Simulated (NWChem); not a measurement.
# SiH₃ cation

```xyz
4

Si     0.0000     0.0000     0.0000
H      1.1933    -0.8948     0.0000
H     -1.3716    -0.5861     0.0000
H      0.1782     1.4809     0.0000
```
Atoms are numbered in this order, from 1.

Geometry: optimised at PBE-D3(BJ)/def2-SVP.

**Question.** Split the isotropic spin-spin couplings (Hz) from PBE0/pcJ-1 (NWChem) into Fermi-contact, spin-dipolar, paramagnetic and diamagnetic spin-orbit terms, for the pairs 1–4, 3–4.

**Answer.** 
```
pair                FC     SD   PSO    DSO    total
-------------  -------  -----  ----  -----  -------
29Si(1)–1H(4)  -296.58  -1.47  2.45   0.10  -295.50
1H(3)–1H(4)      41.98   0.08  1.57  -3.16    40.47
```
